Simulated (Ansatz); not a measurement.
## Relative stability

Two isomers of NaSiNH2, singlet, relaxed at PBE0-D4/def2-TZVP (vibrations not checked).

A:

```
5
angstrom
N -1.0631 0.4416 -0.3728
Si 0.5536 0.6274 0.1835
Na 1.4255 -2.1288 0.6512
H -1.5741 -0.4156 -0.5019
H -1.6244 1.2457 -0.6169
```

B:

```
5
angstrom
Na -2.3052 1.4281 -0.0136
N -1.4779 -0.5762 0.1409
Si 0.0356 0.0456 -0.1827
H 1.0569 -1.1064 -0.1795
H -1.6059 -1.5692 0.3008
```

Program: Ansatz 0.2.0. Basis: def2-TZVPP. Cores are frozen in the correlated methods. The outer core shell of Li, Na, Mg and K is correlated. The def2 sets are not built for correlating such inner shells, so the correlated values are less sure here. B3LYP uses VWN-RPA correlation.

**Question.** Which structure is lower at CCSD(T), and by how much? (To be estimated.)

**Answer.** The calculation gives: B, by 69.1 kJ/mol (electronic energy, against the other). By their contacts, A is NaSiNH₂ ([NH2][Si][Na]) and B is NaSiNH₂ ([NH]1[Na][SiH]1).

All methods give the same order:

```csv
method,E(B) − E(A) (kJ/mol)
PBE-D4,-46.6
r2SCAN-D4,-75.2
PBE0-D4,-53.4
B3LYP-D4,-53.1
wB97M-V,-66.2
HF,-60.8
MP2,-82.8
CCSD,-67.5
CCSD(T),-69.1
```

The T1 diagnostic stays at or below 0.016. The restricted Hartree–Fock reference is unstable towards an unrestricted one at one or more of these structures.

Labels in which every atom is bracketed show which atoms are joined, not bond orders.
